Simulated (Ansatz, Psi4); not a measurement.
**Exact exchange and the HOMO–LUMO gap of SF2 (sulfur difluoride)**

SF2 has 3 atoms, charge 0, and is taken as a singlet. SMILES: `FSF`. The coordinates come from a PBE0-D4/def2-TZVP relaxation.

The HOMO–LUMO gap y, in eV, basis def2-TZVP; a is the functional's share of exact exchange. Programs: Ansatz 0.2.0, Psi4 1.11.

```
functional  program     a  y (eV)
       PBE     Psi4     0    2.90
      TPSS     Psi4     0    3.21
     TPSSh     Psi4   0.1    4.24
     B3LYP     Psi4   0.2       ?
      PBE0     Psi4  0.25    5.52
   r2SCAN0   Ansatz  0.25    5.85
     BHLYP     Psi4   0.5    8.13
```

Fit y = c + s·a to the known rows and predict B3LYP.


1. Means of the 6 rows: a = 0.1833, y = 4.975.
2. Σ(Δa)² = 0.18333, Σ(Δa·Δy) = 1.859, so the slope is 1.859/0.18333 = 10.14.
3. Intercept: 4.975 − (10.14) × 0.1833 = 3.116. The largest residual of the fit is 0.22.
4. B3LYP: 3.116 + (10.14) × 0.2 = 5.14 eV.

The run gave 5.01 eV, so the prediction is off by +0.13 eV, within the largest residual. Exact exchange lowers occupied levels and raises empty ones. The rows mix families of semi-local functionals, which the line can't see.
